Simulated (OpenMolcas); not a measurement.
How basis sets differ on BH3O2 (SMILES OBO)

The species is BH3O2 (6 atoms), meant as a singlet with charge 0. As SMILES, `OBO`. The coordinates come from a PBE0-D4/def2-TZVP relaxation. This is one conformer, not always the lowest.

```xyz
6

O    -1.1762   -0.5245   -0.2518
B     0.0495    0.0281   -0.0729
O     0.5806   -0.0538    1.1725
H    -1.4947   -0.4335   -1.1506
H     0.6378    0.5656   -0.9761
H     1.4452    0.3541    1.2328
```

Quantity: the dipole moment, in D. The values are calculated.

```
                                         level          kind     program  value (D)  CPU time
                          HF/ANO-RCC-MB (DKH2)  Hartree–Fock  OpenMolcas       3.00     1.5 s
                                   HF/ANO-S-MB  Hartree–Fock  OpenMolcas       2.53     2.5 s
                                     HF/STO-3G  Hartree–Fock  OpenMolcas       2.04     1.2 s
                                      HF/3-21G  Hartree–Fock  OpenMolcas       3.17     1.3 s
HF/6-31G** (RICD fitting, Cartesian functions)  Hartree–Fock  OpenMolcas       2.67     1.1 s
                                  HF/def2-TZVP  Hartree–Fock  OpenMolcas       2.64      14 s
```

The values span 2.04 to 3.17 D. Magnitudes only. Sets without polarisation functions give poor dipoles. CPU times are rough (shared hosts, several kinds of processor and program).
